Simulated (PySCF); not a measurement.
C3H6NO (doublet state).
Geometry (GFN2-xTB, Å), atoms numbered from 1 in this order:
```
atom  x, y, z in Å
C1    -1.2436    0.6237    0.4144
C2    -0.7369   -0.5252   -0.3344
C3     0.8123   -0.6186   -0.4082
N4     1.4396    0.3849    0.2281
O5     1.3790   -1.5129   -0.9857
H6    -1.4173    0.5577    1.4712
H7    -1.4367    1.5580   -0.0769
H8    -1.0537   -1.4720    0.1107
H9    -1.0670   -0.5081   -1.3763
H10    2.4450    0.4222    0.2433
H11    0.8847    1.0929    0.6879
```

The hyperfine couplings belong to this conformer and change with its torsions.

As a line formula: `[CH2]CC(=O)N` [radical].

Computed, not measured: UKS B3LYP, pcH-1 on C H N O, non-relativistic, mean-field spin-orbit, GIAO in PySCF. One conformer (not necessarily the lowest) at the GFN2-xTB geometry, without solvent, vibrations or thermal averaging. The geometry wasn't refined by DFT: couplings that depend on bond lengths, twists or pyramidal angles can differ widely from those at the functional's own minimum. No stability test was run, so a lower SCF solution isn't excluded.

Problem. The isotropic 1H couplings, averaged over equivalent nuclei, are -62.0, +38.6, -9.7, -1.7 MHz. Assign them to H6/H7; H8/H9; H10; H11.

Solution. 
| site | a_iso (MHz) | ρ(0) (bohr⁻³) | position | distance from C1 (Å) | bound to | spin population there | largest \|T\| (MHz) |
| --- | --- | --- | --- | --- | --- | --- | --- |
| H6/H7 | -62.0 | -0.0139 | α, 1 bond from C1 | 1.07 | C1 | +1.04 | 38.0 |
| H8/H9 | +38.6 | +0.0086 | β, 2 bonds from C1 | 2.13 | C2 | -0.09 | 8.5 |
| H10 | -1.7 | -0.0004 | 4 bonds from C1 | 3.70 | N4 | +0.02 | 5.7 |
| H11 | -9.7 | -0.0022 | 4 bonds from C1 | 2.20 | N4 | +0.02 | 19.8 |

ρ(0) is the spin density at the nucleus and T the dipolar tensor; entries for several nuclei are means. The Mulliken spin populations are largest on C1 (+1.04) and C2 (-0.09). No atom but C1 exceeds +0.15. The positive populations add up to 1.18 and the negative ones to -0.18, together 2S = 1. The angles at C1 add up to 360.0°, so it is planar; its axial dipolar tensor and the negative couplings of its protons fit spin in a p orbital normal to that plane.

Nuclei that the bonding pattern makes equivalent are averaged, as if the motion that swaps them (rotation, inversion, ring flip) were fast. H10 and H11 aren't averaged: N4 is flat or nearly so (angle sum 360°), and its turn about the short N4–C3 bond (1.34 Å) is taken as slow.
